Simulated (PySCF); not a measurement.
**Static response to an electric field**

Compound: C2HNS.
Geometry (GFN2-xTB, Å), atoms numbered from 1 in this order:
```xyz
5
C2HNS angstrom
N      2.0160   -0.0910    0.2415
C      0.8815    0.0154    0.1012
C     -0.5057    0.1232   -0.0704
S     -1.4804   -1.1746   -0.1151
H     -0.9027    1.1299   -0.1744
```

Level: CAM-B3LYP/def2-SVPD (PySCF), static field, nuclei fixed, core orbitals frozen in the response. The polarisability tensor in these axes (au):

```
x   69.92 11.52  3.83
y   11.52 45.82  0.64
z    3.83  0.64 32.88
```

Give the principal values, the mean and the anisotropy Δα = √{½[(α1 − α2)² + (α2 − α3)² + (α1 − α3)²]}.

Principal values 32.46, 41.28 and 74.88 au; mean 49.54 au = 7.34 Å³ = 8.17 × 10⁻⁴⁰ C²·m²/J; Δα = 38.77 au (78 % of the mean).

What is the dipole moment, and where does it point?

(-2.31, 1.23, -0.34) D, 2.64 D in size, pointing from the negative to the positive side. Measured along this direction, the outermost atoms are N1 at the negative end and H5 at the positive end.

Estimate the molar refractivity from the static electronic polarisability.

Lorentz–Lorenz: R = (4π/3)N_A α = 2.5225 cm³/(mol·Å³) × 7.34 Å³ = 18.5 cm³/mol, in the limit of long wavelengths.

Sum over states: ᾱ = Σ f/ω², ω in Eh. What share falls to these 8 lowest TDDFT singlets (eV, f)? 1.90, 0.0000; 4.91, 0.0010; 5.17, 0.2492; 6.47, 0.0109; 6.69, 0.0931; 6.85, 0.0100; 7.16, 0.0027; 7.22, 0.0307.

They add up to 9.29 au, 18.8 % of the 49.54 au; the largest single term is 6.89 au, from the state at 5.17 eV. Terms in order: 0.01, 0.03, 6.89, 0.19, 1.54, 0.16, 0.04, 0.44 au. Higher excitations give the rest. The strengths listed sum to 0.398.

How large is μ²/3kT at 350 K beside α?

In Gaussian units μ²/3kT = 48.26 Å³ against 7.34 Å³, a ratio of 6.57; the Debye molar polarisation (4π/3)N_A(α + μ²/3kT) is 140.2 cm³/mol, leaving out the vibrational part.

Give the eigenvalues of the traceless quadrupole moment Θ = ½Σq(3rr − r²1), origin at the centre of nuclear charge.

-10.09, 3.95, 6.14 D·Å. The values depend on the origin, since the dipole doesn't vanish. The electronic extent ⟨r²⟩ about the same centre is 373 bohr², a root-mean-square distance of 1.70 Å for the 36 electrons.

Isolated species at its GFN2-xTB geometry, gas phase.
